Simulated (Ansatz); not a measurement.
BH2Cl (SMILES BCl): entropy by statistical mechanics

A singlet with charge 0, relaxed at wB97/LANL2DZ (core potential) (Ansatz 0.2.0):

```xyz
4

B    -0.1373    0.0219   -0.0711
Cl    1.3444   -0.4418    0.8211
H    -1.1390   -0.5679    0.1880
H    -0.0409    0.8952   -0.8753
```

Harmonic wavenumbers in cm⁻¹: 787, 874, 1012, 1188, 2666, 2813.

Masses in u: B 10.81, Cl 35.45, H 1.008. Take T = 298.15 K, p = 1 bar, R = 8.3145 J/(mol K), kT/hc = 207.22 cm⁻¹, rigid rotor and harmonic oscillator.

**Question.** Work out S° at 298 K.

**Answer.** 
1. Translation (Sackur–Tetrode): S = R[3/2 ln M + 5/2 ln T − 1.1517] with M = 48.276 gives 157.2 J/(mol K).
2. Rotation: principal moments 2.256, 33.678, 35.935 u Å² give A, B, C = 7.4708, 0.5005, 0.4691 cm⁻¹; the symmetry number is σ = 2; q = (√π/σ)√((kT/hc)³/ABC) = 1996; S = R(ln q + 3/2) = 75.7.
3. Vibration: with u = ν̃/207.22, each mode gives R[u/(eᵘ − 1) − ln(1 − e⁻ᵘ)]; the sum is 2.1, most from 787 cm⁻¹ (0.9), 874 cm⁻¹ (0.6), 1012 cm⁻¹ (0.4).
4. Electronic: R ln 1 = 0.0, from the spin multiplicity alone.
5. Sum: 157.2 + 75.7 + 2.1 + 0.0 = 235.0 J/(mol K).

No measured value is set beside it here.
